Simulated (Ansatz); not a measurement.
**[BH$_{2}$···H···Si], triplet in cc-pVDZ: errors against UCCSDT(Q)**

Geometry: a point of a hydrogen-transfer path between rigid fragments, not a stationary point.

```xyz
5

B    -1.9910    0.0000    0.0000
H    -2.5878    1.0336    0.0000
H    -2.5878   -1.0336    0.0000
H    -0.6080    0.0000    0.0000
Si    0.9740    0.0000    0.0000
```

Basis cc-pVDZ; Ansatz 0.2.0. Only valence electrons are correlated (noble-gas cores frozen), which leaves 10 electrons in 41 orbitals. R marks a restricted (for open shells ROHF) determinant, U an unrestricted one. Active spaces: valence = (10e, 11o) chosen from the atoms' valence shells; pair = (4e, 4o) about the gap.

Full CI isn't at hand for all of this; UCCSDT(Q) serves as the reference, and is uncertain by about the last step of the cluster series. The frozen core follows each run's orbitals, which can shift R against U totals by a few meV.

For open shells CISD is restricted-active-space CI with the open shells as a complete middle space.

```
UHF ⟨S²⟩                          : 2.032
T1 diagnostic (RCCSD)             : 0.0361
largest doubles amplitude (RCCSD) : 0.087
T1 diagnostic (UCCSD)             : 0.0369
```

```csv
level,E − E(RHF) (eV)
UHF,-0.1414
RMP2,-4.2305
UMP2,-4.2062
RCCSD,-5.3691
UCCSD,-5.3717
RCCSD(T),-5.5143
UCCSD(T),-5.5140
```

(1) Estimate how far UCCSDT(Q) in cc-pVDZ lies from RCCSD(T). The table doesn't fix it; the size of (T) and the diagnostics are the guide.

(1) UCCSDT(Q) in cc-pVDZ lies 4.8 kJ/mol below RCCSD(T), which is 35 % of the (T) step (-14.0 kJ/mol). T1 is raised, and the rest is a large part of (T). The miss exceeds 1 kcal/mol.

The other levels:

| level | E − E(UCCSDT(Q)) (kJ/mol) | share of correlation (%) | wall time |
| --- | --- | --- | --- |
| CISD | 58.4 | 89.13 | 1.3 s |
| BCCD(T) | 4.8 | 99.11 | 1.8 s |
| RCCSDT | 0.8 | 99.85 | – |
| UCCSDT | 0.8 | 99.85 | – |
| RCCSDT(Q) | 0.2 | 99.97 | 17 s |
| CASSCF (pair space) | 493.2 | 8.14 | – |
| MRCISD (pair space) | 51.8 | 90.36 | – |
| MRCISD+Q (pair space) | 3.1 | 99.43 | 1.2 s |
| CASSCF (valence space) | 338.8 | 36.89 | – |
| NEVPT2 (valence space) | 100.1 | 81.35 | 10 s |

The correlation energy at UCCSDT(Q), counted from RHF, is -5.564 eV. That run took 15 s on 1 thread of AMD EPYC 9R45, shared host.

Times hold each run's SCF and search for its determinant on a shared host, so for small cases they say little of a method's own cost; they ran on 1 thread of AMD EPYC 9R45.

Natural occupations of CASSCF (valence space) about the gap: 1.984 1.978 1.975 1.937 1.000 0.994 0.057 0.024 0.018 0.017; effectively unpaired electrons, Σ n²(2−n)², 2.04.
